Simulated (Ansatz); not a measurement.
BFH2N (`N[B]F`) radical, 5 atoms. Total charge 0; spin multiplicity 2. All runs use 2 threads of a server CPU on a shared host. Correlated methods freeze the cores. Open-shell runs search over several starts.

Question: Give the basis size and wall time and peak host memory of each of these runs in Ansatz. UKS PBE0-D4/def2-QZVPP energy; UKS ωB97M-V/def2-QZVPP energy; UHF-CCSD(T)/def2-TZVPP energy; UKS PBE0-D4/def2-TZVP relaxation (5 steps); UKS ωB97M-V/def2-SVP energy; UKS r2SCANh-D4/def2-TZVPP energy; direct RPA on PBE orbitals/def2-TZVPP energy; UKS BLYP-D4/def2-TZVPP energy; UKS CAM-B3LYP-D4/def2-TZVPP energy; UKS r2SCAN0-D4/def2-TZVPP energy; UKS PBE0-D4/def2-SVP energy; UHF-CCSD(T)/def2-SVP energy. (Estimate.)

Answer: Computed: Other jobs shared the machine, so times are rough.

```
                                level                   job  functions  wall time  peak host memory (GiB)
                 UKS PBE0-D4/def2-SVP                energy         52      1.3 s                    0.12
                 UHF-CCSD(T)/def2-SVP                energy         52      2.1 s                    0.18
               UKS BLYP-D4/def2-TZVPP                energy        121      2.2 s                    0.18
          UKS CAM-B3LYP-D4/def2-TZVPP                energy        121      2.6 s                    0.21
direct RPA on PBE orbitals/def2-TZVPP                energy        121      3.4 s                    0.22
            UKS r2SCAN0-D4/def2-TZVPP                energy        121      4.6 s                    0.22
            UKS r2SCANh-D4/def2-TZVPP                energy        121      4.8 s                    0.22
                 UKS ωB97M-V/def2-SVP                energy         52      4.9 s                     0.2
               UKS PBE0-D4/def2-QZVPP                energy        231      5.5 s                    0.42
                UKS PBE0-D4/def2-TZVP  relaxation (5 steps)        105       14 s                    0.18
               UKS ωB97M-V/def2-QZVPP                energy        231       16 s                    0.58
               UHF-CCSD(T)/def2-TZVPP                energy        121       36 s                     1.2
```
